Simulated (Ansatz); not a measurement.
Relaxation of BFH₂O (5 atoms, charge 0, multiplicity 1), to a largest force component of 0.02 eV/Å in at most 40 steps.

These are results of RKS PBE0-D4/def2-SVP (Ansatz 0.2.0), not measurements.

```xyz
5
Properties=species:S:1:pos:R:3:forces:R:3
B 0.000 0.000 0.000 -1.82 -0.15 -1.16
H 0.000 0.000 1.190 0.24 -0.08 0.51
F 1.143 0.000 -0.660 -0.20 0.26 0.01
O -1.221 0.000 -0.705 0.97 -2.02 0.84
H -1.731 -0.847 -0.496 0.82 2.00 -0.20
```

Question: Where does it end, and by what steps?

Answer: It converged. After 7 steps the energy has fallen by 0.504 eV; O4 moved furthest, 0.38 Å.

```
step  energy less start (eV)  largest force component (eV/Å)  accepted
   0                  0.0000                           2.022       yes
   1                 -0.1991                           2.268       yes
   2                 -0.3086                           2.316       yes
   3                 -0.4289                           1.619       yes
   4                 -0.4713                           0.586       yes
   5                 -0.5041                           0.050       yes
   6                 -0.5044                           0.035       yes
   7                 -0.5044                           0.004       yes
```

```xyz
5
Properties=species:S:1:pos:R:3
B 0.001 -0.082 -0.043
H -0.035 -0.127 1.166
F 1.142 0.221 -0.640
O -1.062 -0.323 -0.827
H -1.856 -0.536 -0.328
```

Whether the end is a true minimum wasn't checked by a vibrational analysis.

Run time: 10 s on 1 thread of Intel(R) Xeon(R) Platinum 8375C CPU @ 2.90GHz (Ice Lake), with other jobs on the host, peak memory 0.14 GiB.
